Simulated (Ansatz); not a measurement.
A made-up structure of H₂O₂, singlet:

O1  (-0.324, -0.725, -0.085)
O2  (0.275, 0.742, 0.112)
H3  (-0.012, -1.177, 0.643)
H4  (0.061, 1.160, -0.670)
(Å)

It is relaxed with PBE-D4/def2-SVP and then PBE0-D4/def2-TZVP (Ansatz 0.2.0). Atoms count as bonded within 1.22 times the sum of their covalent radii (H–H: 0.88 Å). The end point is not checked to be a true minimum.

(1) Does its bonding change? (Judge from chemistry; the calculation decides.)

Results:

(1) The calculation gives: No: no bond forms or breaks.

Where it ends: The first stage lowers the energy by 0.58 eV in 12 steps. It ends as H₂O₂ ([OH][OH]):
```
4
angstrom
O -0.4861 -0.5815 0.0309
O 0.0485 0.7284 0.2060
H 0.1869 -1.1163 0.4691
H 0.2507 0.9694 -0.7061
```

Labels in which every atom is bracketed show which atoms are joined, not bond orders.

For scale, one of the runs: PBE0-D4/def2-TZVP relaxation, 74 basis functions, launched by `ansatz run in.yaml --threads 2 --pin off --events-out ev --progress --plain --max-ram 4352MiB`. The run took about 3.1 s on 2 CPU threads of an Arm Neoverse V1 (shared host).
